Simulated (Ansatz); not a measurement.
CH4FNOS, SMILES `NC(O)(F)S`, relaxed with RKS PBE-D4/def2-SVP in the Gaussian-basis code of Ansatz from a rough embedded geometry. The force threshold is 0.03 eV/Å; the program also tests the step.

The species carries charge 0 and has multiplicity 1.

Start:

```xyz
9

N     0.941   -0.190   -0.828
C    -0.014    0.153    0.160
O     0.231   -0.630    1.311
F     0.265    1.496    0.428
S    -1.665   -0.009   -0.429
H     0.607   -1.184   -1.142
H     0.737    0.377   -1.654
H     1.171   -0.390    1.409
H    -2.273    0.377    0.744
```

```csv
step,energy (eV),largest force (eV/Å),largest move (Å)
1,-18169.9409,2.295,0.000
2,-18170.1791,1.272,0.091
3,-18170.2566,0.450,0.056
4 (rejected),-18170.2521,1.217,0.042
5,-18170.2709,0.098,0.020
6,-18170.2711,0.089,0.037
7,-18170.2727,0.033,0.017
8 (rejected),-18170.2727,0.104,0.013
9,-18170.2729,0.010,0.006
```

End:

```xyz
9

N     0.911   -0.222   -0.875
C    -0.005    0.185    0.142
O     0.186   -0.533    1.299
F     0.242    1.535    0.370
S    -1.784   -0.006   -0.367
H     0.730   -1.190   -1.163
H     0.862    0.393   -1.695
H     1.156   -0.519    1.448
H    -2.299    0.357    0.841
```

Hardware: 4 threads of an Intel Xeon Platinum 8488C on a shared host. Wall time 12 s, peak host memory 0.19 GiB.
